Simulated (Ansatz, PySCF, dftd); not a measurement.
Species: ClF, charge 0, singlet. ClF (SMILES ClF).
B3LYP-D3(BJ)/def2-TZVP minimum from Ansatz (a first-principles code):
```
F
Cl 1 1.6409
```

Wanted: enthalpy of formation at 298 K (by atomisation, with ideal-gas terms from PySCF's Hessian at B3LYP-D3(BJ)/def2-TZVP and the atoms' measured values of the G2/97 table; no spin-orbit terms), in kcal/mol. Radicals and triplets start from unrestricted determinants; spin-orbit coupling is neglected. Cores are frozen in correlated methods. Rows without X2C or -DK are non-relativistic. CBS(X,Y): correlation extrapolated as X^-3, Hartree-Fock from the larger set (Q,5: extrapolated as (X+1)exp(-9√X)). A bracket is a step between two methods taken in the basis named. Functionals run without relativity, which enters their misses. '+ core + X2C': CCSD(T) terms for core correlation (cc-pwCVTZ, 1s frozen past Ne) and scalar relativity (cc-pVTZ-DK).

Measured: -13.3 kcal/mol, -55.7 kJ/mol (Active Thermochemical Tables 1.112 (ions: stationary electron), as tabulated in the package chemicals); atomic spin-orbit terms, which the calculations lack, would raise the computed values.

```tsv
level	program	enthalpy of formation at 298 K (kcal/mol)	error against that value
HF/cc-pV(Q+d)Z	Ansatz	40.3	53.6
HF/cc-pV(5+d)Z	Ansatz	40.1	53.4
PBE/def2-TZVPD	Ansatz	-23.7	-10.4
r2SCAN-D4/def2-TZVPD	Ansatz + dftd4	-13.8	-0.5
B3LYP-D3(BJ)/def2-TZVPD	Ansatz + dftd3	-12.6	0.7
r2SCANh-D4/def2-TZVPD	Ansatz + dftd4	-10.2	3.1
CAM-B3LYP-D3(BJ)/def2-TZVPD	Ansatz + dftd3	-12.8	0.5
wB97X-V/def2-TZVPD	Ansatz	-13.8	-0.5
CCSD/cc-pV(T+d)Z	Ansatz	-3.1	10.2
CCSD(T)/cc-pV(D+d)Z	Ansatz	4.1	17.4
CCSD(T)/CBS(cc-pV(Q+d)Z,cc-pV(5+d)Z)	Ansatz	-14.4	-1.1
CCSDT(Q)/cc-pV(D+d)Z	Ansatz	3.6	16.9
CCSD(T)/CBS(cc-pV(Q+d)Z,cc-pV(5+d)Z) + [CCSDT(Q) - CCSD(T)]/cc-pV(Q+d)Z + [CCSDTQ - CCSDT(Q)]/cc-pV(D+d)Z + core + X2C	Ansatz	-14.7	-1.4
```
